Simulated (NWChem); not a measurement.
Species: hydrogen isocyanide (CHN); SMILES [C-]#[NH+]

Question: Give the equilibrium geometry at PBE-D3(BJ)/def2-SVP (NWChem) as a list of bonds and angles, with the point group.

Answer: point group C*v; any orientation.
Bonded distances (Å): C1–N2 1.184, N2–H3 1.012. Angles (°): C1–N2–H3 180.0.
